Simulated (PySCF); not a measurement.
Reading a saddle point

A first-order saddle point of CH6AlN, singlet, PBE0-D4/def2-TZVP, with one imaginary mode of 1452i cm⁻¹:

```xyz
9
angstrom
Al -0.7444 -0.0878 -0.7238
N -0.3781 -1.4084 0.6049
H -1.7171 -0.8947 0.4333
C 0.6154 1.3289 -0.5828
H -0.6754 -2.3602 0.4231
H 0.2186 -1.3960 1.4362
H 1.6203 0.9046 -0.6892
H 0.5559 1.7834 0.4145
H 0.5050 2.1304 -1.3163
```

PySCF 2.14 with density fitting (its default auxiliary sets; JK sets also for MP2 and CCSD(T)); basis: def2-TZVPP and def2-QZVPP; cores frozen in the correlated methods. Extrapolation: Hartree–Fock as exp(−7.88 √X), correlation as X^−2.97.

Task: Which contacts change along the imaginary mode, and what lies on either side? (Judge from chemistry; the calculation decides.)

Result: The calculation gives: The step is CH₆AlN ([CH3][AlH][NH2]) → CH₃Al ([CH3][Al]) + NH₃ (still joined by a long Al–N bond), with the molecules in contact on both sides. Shortening one way: N2–H3; lengthening the same way: Al1–N2, Al1–H3.
```tsv
pair	one side (Å)	saddle (Å)	other side (Å)
N2–H3	2.86	1.44	1.02
Al1–N2	1.77	1.91	2.24
Al1–H3	1.59	1.71	2.73
```

Task: Which side is lower, and how far does the saddle lie above each? (To be estimated.)

Result: Computed: The side with Al1–N2, Al1–H3 short is lower by 152.6 kJ/mol; the saddle lies 300.6 kJ/mol above it and 148.0 kJ/mol above the other (CCSD(T) at an estimated basis limit (MP2 extrapolated from triple and quadruple zeta, plus CCSD(T) − MP2 in triple zeta); electronic energies).

No T1 diagnostic of these runs exceeds 0.016. The restricted Hartree–Fock reference is unstable towards an unrestricted one at one or more of these structures. A large double-excitation amplitude points to some diradical character; no triplet was computed.

Labels in which every atom is bracketed show which atoms are joined, not bond orders.

For scale, one of the runs: CCSD(T)/def2-TZVPP, 188 basis functions, launched by `OMP_NUM_THREADS=4 python run.py`. The run took 3.6 min on 4 CPU threads of an Arm Neoverse V1 (shared host), with 1.7 GiB of host memory at its peak.
